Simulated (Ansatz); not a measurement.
Geometry optimisation, RKS PBE0-D4/cc-pVDZ (Ansatz 0.2.0).

Input file:

```yaml
crystal:
  periodic: [false, false, false]
  atoms:
    - { symbol: B, position_ang: [0.022281, -0.161661, 0.267107] }
    - { symbol: "N", position_ang: [0.036029, -0.276901, 1.735621] }
    - { symbol: H, position_ang: [-0.783756, -0.550224, 2.262106] }
    - { symbol: H, position_ang: [0.897399, -0.329248, 2.264254] }
    - { symbol: H, position_ang: [1.077798, -0.022261, -0.292908] }
    - { symbol: H, position_ang: [-1.032454, -0.29801, -0.29512] }
    - { symbol: F, position_ang: [-0.309241, 2.33526, 0.423189] }
    - { symbol: H, position_ang: [-0.253556, 1.901446, 1.239452] }
basis:
  gaussian: { orbitals: cc-pVDZ }
hamiltonian:
  xc: pbe0
  dispersion: d4
relax:
  f_tol: 0.03
  max_steps: 50
```

Command:

```bash
$ ansatz run input.yaml --threads 1 --pin off --max-ram 2048MiB --backend cpu --events-out ev --progress --plain --runs-dir out
```

Q: Where does it end, and by what steps?

A: The forces met the threshold. After 6 steps the energy has fallen by 0.169 eV; F7 moved furthest, 0.45 Å.

| step | energy less start (eV) | largest force component (eV/Å) | accepted |
| --- | --- | --- | --- |
| 0 | 0.0000 | 2.344 | yes |
| 1 | -0.1051 | 1.055 | yes |
| 2 | -0.1403 | 0.999 | yes |
| 3 | -0.1622 | 0.345 | yes |
| 4 | -0.1656 | 0.250 | yes |
| 5 | -0.1683 | 0.061 | yes |
| 6 | -0.1687 | 0.014 | yes |

```xyz
8
Properties=species:S:1:pos:R:3
B 0.040 -0.298 0.229
N 0.020 -0.160 1.625
H -0.811 -0.337 2.178
H 0.867 -0.115 2.180
H 1.098 -0.212 -0.339
H -1.003 -0.489 -0.342
F -0.334 2.521 0.830
H -0.224 1.689 1.243
```

Whether the end is a true minimum wasn't checked by a vibrational analysis.

Run time: 5.3 s on 1 thread of AMD EPYC 9R45 96-Core Processor (Zen 5), with other jobs on the host, peak memory 0.15 GiB.
